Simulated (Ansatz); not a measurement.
Cartesian coordinates (Å):
```xyz
3

C     -0.0256     0.0000     0.0000
N      1.1200     0.0015     0.0000
H     -1.0943    -0.0015     0.0000
```
Charge 0, spin multiplicity 1.

Method: frozen-core CCSD(T)/cc-pVTZ // PBE0-D4/def2-TZVP (Ansatz, a program for electronic structure).

```
Property                       Value
----------------------  ------------
HF energy               -92.90897 Ha
MP2 correlation energy   -0.34369 Ha
```

Estimate the CCSD correlation energy, the (T) correction, the total energy and the T1 diagnostic.


```yaml
CCSD correlation energy: -0.34815 Ha
"(T) correction": -0.01764 Ha
CCSD(T) total energy: -93.27476 Ha
T1 diagnostic: 0.014
```
